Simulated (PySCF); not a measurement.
Solvent effects on NMR parameters

Mapped SMILES: `[C-:1]#[N+:2][C:3]([F:4])([F:5])[F:6]`.

GIAO PBE0/pcSseg-1 in PySCF on one PBE0-D3(BJ)/def2-SVP conformer, non-relativistic, equivalent nuclei averaged. Solvents enter as an IEF-PCM continuum (chloroform with ε = 4.7, tetrahydrofuran with ε = 7.4) around the gas-phase geometry. Shifts are referred to TMS, CFCl3 computed in the same medium.

Gas phase, δ in ppm: C1 190.8, C3 113.1, F4/F5/F6 -61.9. Dipole moment 0.94 D.

**Question.** How does each δ change in the continuum?

**Answer.** 
```tsv
atoms	environment	Δδ, chloroform	Δδ, tetrahydrofuran
C1	isocyanide carbon	-2.6	-3.0
C3	CF3 carbon	+0.9	+1.1
F4/F5/F6	fluorine of a CF3 group	+1.9	+2.1
```

Changes are relative to the gas phase. The dipole moment becomes 1.10 D in chloroform, 1.13 D in tetrahydrofuran.

**Question.** Which nuclei move most (in ppm), and what does the model miss?

**Answer.** C1 (isocyanide carbon, -3.0 ppm) in tetrahydrofuran. A continuum only polarises the solute; specific hydrogen bonds, the anisotropy of aromatic solvents and changes of geometry or conformer are outside it.
